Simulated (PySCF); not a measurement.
# C3H4F2: the cost of one run

Programs: PySCF 2.14.0, with density-fitted response routines of our own. Each step states its level of theory. These are calculated values for one molecule in the gas phase, unless marked as measured. Atoms count from 0, in the outputs and in this text.

## Step 1: Starting geometry

9 atoms, charge 0, multiplicity 1; geometry from: PBE0-D3(BJ)/def2-SVP.

Bonds of the start (Å): C0–C1 1.33, C1–C2 1.49, C2–F3 1.35, C2–F4 1.35, C0–H5 1.09, C0–H6 1.09, C1–H7 1.10, C2–H8 1.11.

## Step 2: Core holes by ΔSCF: SCAN, X2C

What the job is given:

```
{"job": {"kind": "xps"}, "charge": 0, "multiplicity": 1}
C      1.372119     0.294894    -0.019558
C      0.116401     0.399753     0.406450
C     -1.009646    -0.424242    -0.129415
F     -2.032511     0.381601    -0.503481
F     -0.625885    -1.141619    -1.207388
H      1.640317    -0.412421    -0.808590
H      2.167398     0.913185     0.403259
H     -0.166763     1.102565     1.196997
H     -1.403304    -1.131908     0.624913
```

Method: delta-SCF UKS SCAN, pcX-2 on the ionised atom, pcseg-1 elsewhere, spin-free X2C.

Run with:

```console
$ OMP_NUM_THREADS=1 python probes_run.py task.json out
```

The driver reads the jobs from task.json and runs them one after another.

**Question.** How long does this first job take on 1 thread of Arm Neoverse V2, shared host, and how much memory does it need?

About 14 s, with a peak of 0.39 GiB.
